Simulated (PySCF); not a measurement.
Threshold energies of CF in a plasma

r²SCAN in PySCF with def2-TZVPPD on every atom, for the lowest determinant that a PBE0 search found; no spin–orbit coupling.

| species | state (unpaired electrons) | Re (Å) | ωe (cm⁻¹) | energy of the minimum from the neutral (eV) | De (eV) | dissociates to |
| --- | --- | --- | --- | --- | --- | --- |
| CF | doublet (π ↑) | 1.278 | 1292 | 0.00 | 5.83 | C + F |
| CF⁺ | singlet (closed shell) | 1.159 | 1768 | 9.42 | 8.08 | C⁺ + F |
| CF⁻ | triplet (π ↑↑) | 1.453 | 783 | -0.52 | 3.04 | C + F⁻ |

Task: Work out the lowest energy to break CF into atoms, from its vibrational ground state.

Result: D0 = De − ωe/2 = 5.83 − 0.08 = 5.75 eV (r²SCAN/def2-TZVPPD).

Task: Work out the ionisation energy of the C atom at this level and the threshold of dissociative ionisation.

Result: IE(C) = 9.42 + 8.08 − 5.83 = 11.67 eV, so C⁺ + F + e⁻ appears at D0 + IE(C) = 17.42 eV (r²SCAN/def2-TZVPPD). The measured IE(C) is 11.26 eV (NIST ASD).

Task: Work out the electron affinity of the F atom and the threshold of dissociative attachment.

Result: EA(F) = 5.83 − 3.04 − (-0.52) = 3.31 eV, so C + F⁻ needs D0 − EA(F) = 2.44 eV (r²SCAN/def2-TZVPPD). The measured EA(F) is 3.401 eV.

Task: At which energy does ion-pair formation open?

Result: C⁺ + F⁻ lies at D0 + IE(C) − EA(F) = 14.11 eV (r²SCAN/def2-TZVPPD).

These are thermodynamic thresholds; the onsets seen under electron impact lie higher where the geometry changes, and cross-sections peak well above them.

For an ion De counts to the pair picked by the measured ionisation energies or electron affinities, which need not be the lowest pair at this level. The highest Kohn–Sham level is positive in this anion. Much of that is self-interaction error, but it also means that the finite basis helps to hold the extra electron. States were picked by a PBE0 search and need not be the measured ground states.
